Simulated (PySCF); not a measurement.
## Indirect couplings

Bonds (- single, = double, # triple, : aromatic): C1=C2 1.335 Å, C2-F3 1.344 Å, C2-C4 1.550 Å, C4=O5 1.240 Å, C4-O6 1.244 Å. C1 carries H7, H8. Formal charges: O6 -1.

Total charge -1. H8 is cis to F3; H7 is trans to F3.

Couplings: B3LYP/pcJ-1 in PySCF, geometry PBE0-D3(BJ)/def2-SVP; gas phase, one conformer, non-relativistic. Couplings are averaged over pairs made equivalent by symmetry, fast rotation or ring inversion, so a value needn't be that of the named pair in this geometry, while other rotamers aren't included; one pair stands for each set, and the list holds those of at least 0.8 Hz over up to four bonds. One-bond C–F couplings come out tens of Hz too large with common functionals.

Isotopes: 13C, 19F, 1H, 17O. Couplings to quadrupolar nuclei such as 17O and 33S are rarely resolved in practice.

| pair | bonds | J (Hz) |
| --- | --- | --- |
| C1, C2 | 1 | 88.2 |
| C1, H7 | 1 | ? |
| C1, H8 | 1 | ? |
| C2, F3 | 1 | -374.7 |
| C2, C4 | 1 | 62.7 |
| C4, O5 | 1 | 28.1 |
| C4, O6 | 1 | 28.0 |
| C1, F3 | 2 | 21.9 |
| C1, C4 | 2 | 6.1 |
| C2, O5 | 2 | -13.0 |
| C2, O6 | 2 | -13.0 |
| C2, H7 | 2 | ? |
| C2, H8 | 2 | ? |
| F3, C4 | 2 | ? |
| O5, O6 | 2 | ? |
| H7, H8 | 2 | 3.9 |
| C1, O5 | 3 | ? |
| C1, O6 | 3 | -1.4 |
| F3, O6 | 3 | -8.1 |
| F3, H7 | 3 | 40.6 |
| F3, H8 | 3 | 8.1 |
| C4, H7 | 3 | 1.9 |
| C4, H8 | 3 | ? |
| O5, H8 | 4 | -0.9 |

**Question.** Estimate the withheld couplings, with signs.

**Answer.** 
- 1J(C1,H7) = 178.2 Hz (bond length 1.090 Å, sp2 carbon)
- 1J(C1,H8) = 156.6 Hz (bond length 1.094 Å, sp2 carbon)
- 2J(C2,H7) = 5.9 Hz (angle at C1 117°)
- 2J(C2,H8) = -6.1 Hz (angle at C1 122°)
- 2J(F3,C4) = 23.6 Hz (angle at C2 116°)
- 2J(O5,O6) = -5.4 Hz (angle at C4 131°)
- 3J(C1,O5) = -2.7 Hz (dihedral angle 180°)
- 3J(C4,H8) = 5.4 Hz (dihedral angle 180°)
